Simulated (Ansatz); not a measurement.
**CH6NO+ (SMILES [NH3+]CO): energies and forces away from the minimum**

Aim: displace all atoms at random from the minimum and see how well density functionals give the CCSD(T) energy and forces there.

The runs use Ansatz 0.2.0, Gaussian basis; single points with forces in def2-TZVPP.

Levels: PBE-D4, r2SCAN-D4, PBE0-D4, wB97M-V, Hartree-Fock, MP2, CCSD, CCSD(T). Each coordinate is moved by a Gaussian draw of the width named (0.7 of it for atoms other than hydrogen): 0.09, 0.09, 0.12, 0.06 Å.

Cores are frozen in the correlated methods.

31 further runs of the same task are left out: 31 set aside as unsound or not needed.

## 1. The starting structure

The minimum, relaxed at PBE0-D4: SMILES `[NH3+]CO`, 9 atoms, charge 1, spin multiplicity 1.

Atoms are counted from 1 here; the program's logs count them from 0.

Bond lengths: N1–C2 1.499 Å, N1–H4 1.022 Å, N1–H5 1.024 Å, N1–H6 1.024 Å, C2–O3 1.374 Å, C2–H7 1.095 Å, C2–H8 1.095 Å, O3–H9 0.964 Å. Angles: C2–N1–H4 112.4°, C2–N1–H5 109.5°, C2–N1–H6 109.5°, H4–N1–H5 109.0°, H4–N1–H6 109.0°, H5–N1–H6 107.3°, N1–C2–O3 102.7°, N1–C2–H7 107.0°, N1–C2–H8 107.0°, O3–C2–H7 114.5°, O3–C2–H8 114.5°, H7–C2–H8 110.3°, C2–O3–H9 111.6°.

Geometry (Å):

```csv
atom,x (Å),y (Å),z (Å)
N1,-0.5635,0.6243,-0.4996
C2,0.2161,-0.5340,0.0452
O3,0.8057,0.0002,1.1649
H4,-1.0697,0.3861,-1.3550
H5,0.0727,1.4030,-0.6943
H6,-1.2330,0.9478,0.2048
H7,0.9197,-0.8425,-0.7353
H8,-0.5012,-1.3362,0.2486
H9,1.3532,-0.6487,1.6207
```

Energies of the minimum (eV), from earlier single points: PBE-D4 -4661.41308, r2SCAN-D4 -4664.33430, PBE0-D4 -4661.74764, B3LYP-D4 -4667.16129, wB97M-V -4664.85049, CCSD(T) -4658.20013.

## 2. Structure 1, width 0.09 Å

File pbe-tzvpp/in.yaml:

```yaml
crystal:
  periodic: [false, false, false]
  atoms:
    - {symbol: N, position_ang: [-0.654463, 0.661555, -0.485072]}
    - {symbol: C, position_ang: [0.219795, -0.499320, 0.010687]}
    - {symbol: O, position_ang: [0.747836, 0.068660, 1.211867]}
    - {symbol: H, position_ang: [-1.082031, 0.527389, -1.394755]}
    - {symbol: H, position_ang: [0.073143, 1.311512, -0.717883]}
    - {symbol: H, position_ang: [-1.265963, 0.978312, 0.152531]}
    - {symbol: H, position_ang: [0.987655, -0.971600, -0.754305]}
    - {symbol: H, position_ang: [-0.330775, -1.249163, 0.264913]}
    - {symbol: H, position_ang: [1.435378, -0.554985, 1.671532]}
basis:
  gaussian: {orbitals: def2-TZVPP}
total_charge: 1
hamiltonian: {xc: pbe, dispersion: d4}
output: {forces: true}
```

r2scan-tzvpp/in.yaml, as changes to pbe-tzvpp/in.yaml:

```diff
-hamiltonian: {xc: pbe, dispersion: d4}
+hamiltonian: {xc: r2scan, dispersion: d4}
```

pbe0-tzvpp/in.yaml:

```diff
-hamiltonian: {xc: pbe, dispersion: d4}
-output: {forces: true}
+hamiltonian: {xc: pbe0, dispersion: d4}
+output: {forces: true, orbitals: {seedname: orbitals}}
```

wb97mv-tzvpp/in.yaml:

```diff
-hamiltonian: {xc: pbe, dispersion: d4}
+hamiltonian: {xc: {name: wB97M-V}}
```

ccsdt-tzvpp/in.yaml:

```diff
-hamiltonian: {xc: pbe, dispersion: d4}
+correlation: {method: ccsd_t}
```

Each run has its own folder and the same command.

Run with:

```bash
$ ansatz run in.yaml --threads 2 --pin off --events-out ev --progress --plain --max-ram 4352MiB
```

Output in pbe-tzvpp, cut to the lines that bear on the results:

```text
Functional definition: PBE
  name "PBE"
  cite "Perdew, Burke & Ernzerhof, Phys. Rev. Lett. 77, 3865 (1996) doi:10.1103/PhysRevLett.77.3865"
  parent pbe
[...]
840 factors; their error is unknown
[...]
mean field -4660.19191823 eV, -171.2588942034 hartree, gradient 4.4e-6 eV, S^2 0.000000; 0 other end points of the search recorded, 0 dependent functions left out
[...]
reference -4660.19194849 eV, -171.2588953154 hartree; 13, 13 occupied and 164, 164 virtual orbitals, 840 factors
Total energy: -4660.27012618 eV, -171.2617682925 hartree
Atom 0 at    -0.654463     0.661555    -0.485072 Å, force     4.411098    -2.743218    -3.798511 eV/Å
Atom 1 at     0.219795    -0.499320     0.010687 Å, force     4.139026     2.971862    -0.478696 eV/Å
Atom 2 at     0.747836     0.068660     1.211867 Å, force     1.581863    -1.183193     0.052365 eV/Å
Atom 3 at    -1.082031     0.527389    -1.394755 Å, force    -0.724599    -0.652203    -0.405380 eV/Å
Atom 4 at     0.073143     1.311512    -0.717883 Å, force     0.504222     1.625716     0.308129 eV/Å
Atom 5 at    -1.265963     0.978312     0.152531 Å, force    -2.950457     1.602676     3.460780 eV/Å
Atom 6 at     0.987655    -0.971600    -0.754305 Å, force    -1.129015     1.767220     0.777473 eV/Å
Atom 7 at    -0.330775    -1.249163     0.264913 Å, force    -4.182522    -4.727447     1.348522 eV/Å
Atom 8 at     1.435378    -0.554985     1.671532 Å, force    -1.649615     1.338588    -1.264682 eV/Å
Dipole moment:    -0.338654     0.054160    -0.625977 e Å
```

Output in r2scan-tzvpp, cut to the lines that bear on the results:

```text
Functional definition: r2SCAN
  name "r2SCAN"
  cite "Furness, Kaplan, Ning, Perdew & Sun, J. Phys. Chem. Lett. 11, 8208 (2020) doi:10.1021/acs.jpclett.0c02405"
  cite "Furness, Kaplan, Ning, Perdew & Sun, J. Phys. Chem. Lett. 11, 9248 (2020) doi:10.1021/acs.jpclett.0c03077"
  parent r2scan
[...]
840 factors; their error is unknown
[...]
mean field -4663.15479482 eV, -171.3677779098 hartree, gradient 9.0e-5 eV, S^2 0.000000; 0 other end points of the search recorded, 0 dependent functions left out
[...]
reference -4663.15480385 eV, -171.3677782415 hartree; 13, 13 occupied and 164, 164 virtual orbitals, 840 factors
Total energy: -4663.17367620 eV, -171.3684717876 hartree
Atom 0 at    -0.654463     0.661555    -0.485072 Å, force     4.456018    -2.585439    -3.933382 eV/Å
Atom 1 at     0.219795    -0.499320     0.010687 Å, force     4.153377     2.775030    -0.347929 eV/Å
Atom 2 at     0.747836     0.068660     1.211867 Å, force     1.713234    -1.473617    -0.047816 eV/Å
Atom 3 at    -1.082031     0.527389    -1.394755 Å, force    -0.596464    -0.627676    -0.100671 eV/Å
Atom 4 at     0.073143     1.311512    -0.717883 Å, force     0.248364     1.434245     0.410808 eV/Å
Atom 5 at    -1.265963     0.978312     0.152531 Å, force    -2.716071     1.489199     3.247388 eV/Å
Atom 6 at     0.987655    -0.971600    -0.754305 Å, force    -1.279064     1.936460     0.930675 eV/Å
Atom 7 at    -0.330775    -1.249163     0.264913 Å, force    -4.067485    -4.501807     1.297098 eV/Å
Atom 8 at     1.435378    -0.554985     1.671532 Å, force    -1.911909     1.553604    -1.456172 eV/Å
Dipole moment:    -0.341778     0.049070    -0.637148 e Å
```

Log of pbe0-tzvpp, cut to the lines that bear on the results:

```text
Functional definition: PBE0
  name "PBE0"
  cite "Adamo & Barone, J. Chem. Phys. 110, 6158 (1999) doi:10.1063/1.478522"
[... 2 set-up lines as earlier in the session ...]
[...]
840 factors; their error is unknown
[...]
mean field -4660.48904775 eV, -171.2698135120 hartree, gradient 1.6e-5 eV, S^2 0.000000; 0 other end points of the search recorded, 0 dependent functions left out
[...]
reference -4660.48907001 eV, -171.2698143298 hartree; 13, 13 occupied and 164, 164 virtual orbitals, 840 factors
Total energy: -4660.55288040 eV, -171.2721593186 hartree
Atom 0 at    -0.654463     0.661555    -0.485072 Å, force     4.618641    -2.789070    -3.886688 eV/Å
Atom 1 at     0.219795    -0.499320     0.010687 Å, force     4.155200     3.181460    -0.248580 eV/Å
Atom 2 at     0.747836     0.068660     1.211867 Å, force     1.725017    -1.744426    -0.245191 eV/Å
Atom 3 at    -1.082031     0.527389    -1.394755 Å, force    -0.585697    -0.619320    -0.067187 eV/Å
Atom 4 at     0.073143     1.311512    -0.717883 Å, force     0.232757     1.414937     0.412503 eV/Å
Atom 5 at    -1.265963     0.978312     0.152531 Å, force    -2.727490     1.493469     3.248190 eV/Å
Atom 6 at     0.987655    -0.971600    -0.754305 Å, force    -1.320908     1.947310     0.986837 eV/Å
Atom 7 at    -0.330775    -1.249163     0.264913 Å, force    -4.081510    -4.553273     1.308276 eV/Å
Atom 8 at     1.435378    -0.554985     1.671532 Å, force    -2.016011     1.668914    -1.508161 eV/Å
Dipole moment:    -0.338716     0.041863    -0.644133 e Å
```

wb97mv-tzvpp printed, cut to the lines that bear on the results:

```text
Functional definition: wB97M-V
  name "wB97M-V"
  cite "Mardirossian & Head-Gordon, J. Chem. Phys. 144, 214110 (2016) doi:10.1063/1.4952647"
  cite "Becke, J. Chem. Phys. 107, 8554 (1997) doi:10.1063/1.475007"
  cite "Vydrov & Van Voorhis, J. Chem. Phys. 133, 244103 (2010) doi:10.1063/1.3521275"
  # Of w^i u^j: cxij and so on, Table III.
[...]
  gx(w, u) = 1 - cx + cx01*u + cx10*w
  gss(w, u) = css00 + css04*u^4 + css10*w + css20*w^2 + css43*w^4*u^3
  gos(w, u) = cos00 + cos10*w + (cos20 + cos21*u)*w^2 + (cos60 + cos61*u)*w^6
[...]
      + integral(e_c_pw_mod_opposite_spin*gos(b97_w_opposite, b97_u_opposite)) + vv10(b, c)
840 factors; their error is unknown
222 factors; integrals over basis functions are off by at most 9.8e-6 eV
[...]
Total energy: -4663.69351871 eV, -171.3875756477 hartree
Atom 0 at    -0.654463     0.661555    -0.485072 Å, force     4.505795    -2.666791    -3.910570 eV/Å
Atom 1 at     0.219795    -0.499320     0.010687 Å, force     4.118462     2.818517    -0.400348 eV/Å
Atom 2 at     0.747836     0.068660     1.211867 Å, force     1.767595    -1.621557    -0.091941 eV/Å
Atom 3 at    -1.082031     0.527389    -1.394755 Å, force    -0.584454    -0.605817    -0.061922 eV/Å
Atom 4 at     0.073143     1.311512    -0.717883 Å, force     0.227331     1.415049     0.412182 eV/Å
Atom 5 at    -1.265963     0.978312     0.152531 Å, force    -2.708558     1.490578     3.224597 eV/Å
Atom 6 at     0.987655    -0.971600    -0.754305 Å, force    -1.362217     1.965619     1.036905 eV/Å
Atom 7 at    -0.330775    -1.249163     0.264913 Å, force    -3.991455    -4.437502     1.262288 eV/Å
Atom 8 at     1.435378    -0.554985     1.671532 Å, force    -1.972499     1.641905    -1.471191 eV/Å
Dipole moment:    -0.339674     0.038091    -0.647896 e Å
```

Output in ccsdt-tzvpp, cut to the lines that bear on the results:

```text
Functional definition: HF
  name "HF"
  cite "Fock, Z. Phys. 61, 126 (1930) doi:10.1007/BF01340294"
[... 1 set-up line as earlier in the session ...]
[...]
1043 factors; integrals over basis functions are off by at most 8.8e-4 eV
[...]
mean field -4638.59878333 eV, -170.4653611323 hartree, gradient 1.5e-6 eV, S^2 0.000000; 0 other end points of the search recorded, 0 dependent functions left out
3 core orbitals not correlated: weight in the atoms' cores, before any rotation towards them, 1.000 or more for the frozen orbitals, at most 0.000 for the correlated occupied ones
reference -4638.59878333 eV, -170.4653611323 hartree; 10, 10 occupied and 164, 164 virtual orbitals, 1043 factors
second order -17.13111033 eV of doubles, -0.00000000 eV of singles
cycle   1  -17.37624513 eV  change   -2.5e-1 eV  update   7.3e-2
[...]
cycle  10  -17.82041722 eV  change    4.8e-6 eV  update   5.1e-6
perturbative correction -0.61550302 eV, -0.0226193188 hartree
[...]
working
working
Total energy: -4657.03470358 eV, -171.1428687050 hartree
Atom 0 at    -0.654463     0.661555    -0.485072 Å, force     4.527401    -2.655716    -3.912885 eV/Å
Atom 1 at     0.219795    -0.499320     0.010687 Å, force     4.116672     2.691087    -0.473238 eV/Å
Atom 2 at     0.747836     0.068660     1.211867 Å, force     1.786143    -1.415118     0.058545 eV/Å
Atom 3 at    -1.082031     0.527389    -1.394755 Å, force    -0.598247    -0.636551    -0.082101 eV/Å
Atom 4 at     0.073143     1.311512    -0.717883 Å, force     0.256239     1.448222     0.418679 eV/Å
Atom 5 at    -1.265963     0.978312     0.152531 Å, force    -2.718316     1.497868     3.250089 eV/Å
Atom 6 at     0.987655    -0.971600    -0.754305 Å, force    -1.330520     1.988477     0.991561 eV/Å
Atom 7 at    -0.330775    -1.249163     0.264913 Å, force    -4.069815    -4.500318     1.270298 eV/Å
Atom 8 at     1.435378    -0.554985     1.671532 Å, force    -1.969556     1.582049    -1.520949 eV/Å
Dipole moment:    -0.346540     0.042563    -0.652153 e Å
```

They took 1.8 s (pbe-tzvpp), 3.4 s (r2scan-tzvpp), 2.6 s (pbe0-tzvpp), 7.5 s (wb97mv-tzvpp), 3.2 min (ccsdt-tzvpp) on 2 threads of Arm Neoverse V1, shared host; peak memory 3.2 GiB.

```csv
method,RMS force component (eV/Å),RMS error against CCSD(T) (eV/Å),angle to CCSD(T) forces (°)
PBE-D4,2.370,0.190,4.6
r2SCAN-D4,2.344,0.052,1.2
PBE0-D4,2.401,0.142,3.2
wB97M-V,2.351,0.064,1.6
CCSD(T),2.354,reference,reference
```

## 3. Structure 2, width 0.09 Å

File pbe-tzvpp/in.yaml:

```yaml
crystal:
  periodic: [false, false, false]
  atoms:
    - {symbol: N, position_ang: [-0.602059, 0.674872, -0.447545]}
    - {symbol: C, position_ang: [0.297956, -0.463216, 0.032826]}
    - {symbol: O, position_ang: [0.829533, -0.019500, 1.166892]}
    - {symbol: H, position_ang: [-0.952476, 0.314370, -1.290658]}
    - {symbol: H, position_ang: [0.068559, 1.352515, -0.793478]}
    - {symbol: H, position_ang: [-1.095794, 1.054080, 0.339881]}
    - {symbol: H, position_ang: [0.781222, -0.804990, -0.739912]}
    - {symbol: H, position_ang: [-0.556702, -1.503432, 0.337051]}
    - {symbol: H, position_ang: [1.258149, -0.658474, 1.488638]}
basis:
  gaussian: {orbitals: def2-TZVPP}
total_charge: 1
hamiltonian: {xc: pbe, dispersion: d4}
output: {forces: true}
```

r2scan-tzvpp/in.yaml, as changes to pbe-tzvpp/in.yaml:

```diff
-hamiltonian: {xc: pbe, dispersion: d4}
+hamiltonian: {xc: r2scan, dispersion: d4}
```

pbe0-tzvpp/in.yaml:

```diff
-hamiltonian: {xc: pbe, dispersion: d4}
-output: {forces: true}
+hamiltonian: {xc: pbe0, dispersion: d4}
+output: {forces: true, orbitals: {seedname: orbitals}}
```

wb97mv-tzvpp/in.yaml:

```diff
-hamiltonian: {xc: pbe, dispersion: d4}
+hamiltonian: {xc: {name: wB97M-V}}
```

ccsdt-tzvpp/in.yaml:

```diff
-hamiltonian: {xc: pbe, dispersion: d4}
+correlation: {method: ccsd_t}
```

Each run has its own folder and the same command.

Run with:

```bash
$ ansatz run in.yaml --threads 2 --pin off --events-out ev --progress --plain --max-ram 4352MiB
```

Log of pbe-tzvpp, cut to the lines that bear on the results:

```text
[... 4 set-up lines as earlier in the session ...]
[...]
840 factors; their error is unknown
[...]
mean field -4659.05873193 eV, -171.2172503748 hartree, gradient 1.4e-5 eV, S^2 0.000000; 0 other end points of the search recorded, 0 dependent functions left out
[...]
reference -4659.05876312 eV, -171.2172515213 hartree; 13, 13 occupied and 164, 164 virtual orbitals, 840 factors
Total energy: -4659.14165015 eV, -171.2202975634 hartree
Atom 0 at    -0.602059     0.674872    -0.447545 Å, force     3.517900    -0.921387     0.308208 eV/Å
Atom 1 at     0.297956    -0.463216     0.032826 Å, force    -7.654814    -1.572981     4.629942 eV/Å
Atom 2 at     0.829533    -0.019500     1.166892 Å, force    -4.056271     8.484586    -3.591502 eV/Å
Atom 3 at    -0.952476     0.314370    -1.290658 Å, force    -2.459743    -0.408068    -1.375793 eV/Å
Atom 4 at     0.068559     1.352515    -0.793478 Å, force     0.354473     1.127580     0.169666 eV/Å
Atom 5 at    -1.095794     1.054080     0.339881 Å, force    -1.361858     0.252716     0.282261 eV/Å
Atom 6 at     0.781222    -0.804990    -0.739912 Å, force     3.683149    -1.607931    -4.335034 eV/Å
Atom 7 at    -0.556702    -1.503432     0.337051 Å, force     1.974109     2.720002    -1.093843 eV/Å
Atom 8 at     1.258149    -0.658474     1.488638 Å, force     6.003054    -8.074516     5.006095 eV/Å
Dipole moment:    -0.340749     0.129535    -0.571518 e Å
```

Log of r2scan-tzvpp, cut to the lines that bear on the results:

```text
[... 5 set-up lines as earlier in the session ...]
[...]
840 factors; their error is unknown
[...]
mean field -4662.06709432 eV, -171.3278056537 hartree, gradient 1.9e-5 eV, S^2 0.000000; 0 other end points of the search recorded, 0 dependent functions left out
[...]
reference -4662.06710310 eV, -171.3278059764 hartree; 13, 13 occupied and 164, 164 virtual orbitals, 840 factors
Total energy: -4662.08696157 eV, -171.3285357618 hartree
Atom 0 at    -0.602059     0.674872    -0.447545 Å, force     3.662141    -0.841141     0.208244 eV/Å
Atom 1 at     0.297956    -0.463216     0.032826 Å, force    -7.746956    -1.735726     4.719207 eV/Å
Atom 2 at     0.829533    -0.019500     1.166892 Å, force    -3.946292     8.079616    -3.724724 eV/Å
Atom 3 at    -0.952476     0.314370    -1.290658 Å, force    -2.396588    -0.270507    -1.067597 eV/Å
Atom 4 at     0.068559     1.352515    -0.793478 Å, force     0.140210     0.916747     0.301883 eV/Å
Atom 5 at    -1.095794     1.054080     0.339881 Å, force    -1.228670     0.120135     0.008764 eV/Å
Atom 6 at     0.781222    -0.804990    -0.739912 Å, force     3.608861    -1.473616    -4.117847 eV/Å
Atom 7 at    -0.556702    -1.503432     0.337051 Å, force     2.142182     2.942159    -1.145068 eV/Å
Atom 8 at     1.258149    -0.658474     1.488638 Å, force     5.765113    -7.737667     4.817138 eV/Å
Dipole moment:    -0.341160     0.129709    -0.582207 e Å
```

pbe0-tzvpp printed, cut to the lines that bear on the results:

```text
[... 5 set-up lines as earlier in the session ...]
[...]
840 factors; their error is unknown
[...]
mean field -4659.41938932 eV, -171.2305042896 hartree, gradient 2.0e-5 eV, S^2 0.000000; 0 other end points of the search recorded, 0 dependent functions left out
[...]
reference -4659.41941192 eV, -171.2305051201 hartree; 13, 13 occupied and 164, 164 virtual orbitals, 840 factors
Total energy: -4659.48696352 eV, -171.2329875955 hartree
Atom 0 at    -0.602059     0.674872    -0.447545 Å, force     3.861748    -1.019697     0.300748 eV/Å
Atom 1 at     0.297956    -0.463216     0.032826 Å, force    -7.984695    -1.518450     4.825588 eV/Å
Atom 2 at     0.829533    -0.019500     1.166892 Å, force    -3.999286     7.945310    -3.884492 eV/Å
Atom 3 at    -0.952476     0.314370    -1.290658 Å, force    -2.396116    -0.267245    -1.059447 eV/Å
Atom 4 at     0.068559     1.352515    -0.793478 Å, force     0.108431     0.892484     0.307830 eV/Å
Atom 5 at    -1.095794     1.054080     0.339881 Å, force    -1.221823     0.111653    -0.009730 eV/Å
Atom 6 at     0.781222    -0.804990    -0.739912 Å, force     3.643439    -1.488631    -4.144693 eV/Å
Atom 7 at    -0.556702    -1.503432     0.337051 Å, force     2.239991     3.043235    -1.158747 eV/Å
Atom 8 at     1.258149    -0.658474     1.488638 Å, force     5.748311    -7.698659     4.822944 eV/Å
Dipole moment:    -0.350388     0.118058    -0.588837 e Å
```

Log of wb97mv-tzvpp, cut to the lines that bear on the results:

```text
[... 5 set-up lines as earlier in the session ...]
  # Of w^i u^j: cxij and so on, Table III.
[...]
  gx(w, u) = 1 - cx + cx01*u + cx10*w
  gss(w, u) = css00 + css04*u^4 + css10*w + css20*w^2 + css43*w^4*u^3
  gos(w, u) = cos00 + cos10*w + (cos20 + cos21*u)*w^2 + (cos60 + cos61*u)*w^6
[...]
      + integral(e_c_pw_mod_opposite_spin*gos(b97_w_opposite, b97_u_opposite)) + vv10(b, c)
840 factors; their error is unknown
222 factors; integrals over basis functions are off by at most 1.1e-5 eV
[...]
Total energy: -4662.56861164 eV, -171.3462360754 hartree
Atom 0 at    -0.602059     0.674872    -0.447545 Å, force     3.784819    -0.899972     0.261252 eV/Å
Atom 1 at     0.297956    -0.463216     0.032826 Å, force    -7.995391    -1.881094     4.487512 eV/Å
Atom 2 at     0.829533    -0.019500     1.166892 Å, force    -3.904976     8.057963    -3.643578 eV/Å
Atom 3 at    -0.952476     0.314370    -1.290658 Å, force    -2.394670    -0.256811    -1.060702 eV/Å
Atom 4 at     0.068559     1.352515    -0.793478 Å, force     0.100310     0.884932     0.308968 eV/Å
Atom 5 at    -1.095794     1.054080     0.339881 Å, force    -1.221712     0.116443    -0.006099 eV/Å
Atom 6 at     0.781222    -0.804990    -0.739912 Å, force     3.569845    -1.428524    -4.023561 eV/Å
Atom 7 at    -0.556702    -1.503432     0.337051 Å, force     2.305836     3.113307    -1.162505 eV/Å
Atom 8 at     1.258149    -0.658474     1.488638 Å, force     5.755940    -7.706243     4.838713 eV/Å
Dipole moment:    -0.349871     0.116484    -0.592549 e Å
```

Log of ccsdt-tzvpp, cut to the lines that bear on the results:

```text
[... 4 set-up lines as earlier in the session ...]
[...]
1038 factors; integrals over basis functions are off by at most 9.7e-4 eV
[...]
mean field -4637.57546115 eV, -170.4277547357 hartree, gradient 2.0e-6 eV, S^2 0.000000; 0 other end points of the search recorded, 0 dependent functions left out
3 core orbitals not correlated: weight in the atoms' cores, before any rotation towards them, 1.000 or more for the frozen orbitals, at most 0.000 for the correlated occupied ones
reference -4637.57546115 eV, -170.4277547357 hartree; 10, 10 occupied and 164, 164 virtual orbitals, 1038 factors
second order -16.99382494 eV of doubles, -0.00000000 eV of singles
cycle   1  -17.30556175 eV  change   -3.1e-1 eV  update   7.2e-2
[...]
cycle   9  -17.73639020 eV  change   -3.7e-6 eV  update   8.7e-6
perturbative correction -0.60188477 eV, -0.0221188572 hartree
[...]
working
working
Total energy: -4655.91373612 eV, -171.1016739107 hartree
Atom 0 at    -0.602059     0.674872    -0.447545 Å, force     3.812451    -0.883523     0.276710 eV/Å
Atom 1 at     0.297956    -0.463216     0.032826 Å, force    -8.039688    -1.936276     4.382589 eV/Å
Atom 2 at     0.829533    -0.019500     1.166892 Å, force    -3.819513     8.222842    -3.456606 eV/Å
Atom 3 at    -0.952476     0.314370    -1.290658 Å, force    -2.443532    -0.274094    -1.078462 eV/Å
Atom 4 at     0.068559     1.352515    -0.793478 Å, force     0.135023     0.908160     0.310795 eV/Å
Atom 5 at    -1.095794     1.054080     0.339881 Å, force    -1.246155     0.107323    -0.008120 eV/Å
Atom 6 at     0.781222    -0.804990    -0.739912 Å, force     3.633047    -1.429867    -4.088935 eV/Å
Atom 7 at    -0.556702    -1.503432     0.337051 Å, force     2.222297     3.036093    -1.139705 eV/Å
Atom 8 at     1.258149    -0.658474     1.488638 Å, force     5.746070    -7.750659     4.801734 eV/Å
Dipole moment:    -0.357615     0.117780    -0.597961 e Å
```

Wall times: 1.9 s (pbe-tzvpp), 3.7 s (r2scan-tzvpp), 2.6 s (pbe0-tzvpp), 7.5 s (wb97mv-tzvpp), 3.1 min (ccsdt-tzvpp) on 2 threads of Arm Neoverse V1, shared host; peak memory 3.1 GiB.

```csv
method,RMS force component (eV/Å),RMS error against CCSD(T) (eV/Å),angle to CCSD(T) forces (°)
PBE-D4,3.764,0.227,3.4
r2SCAN-D4,3.685,0.122,1.9
PBE0-D4,3.716,0.161,2.5
wB97M-V,3.696,0.066,1.0
CCSD(T),3.704,reference,reference
```

(Part 1 of 2 ends here.)
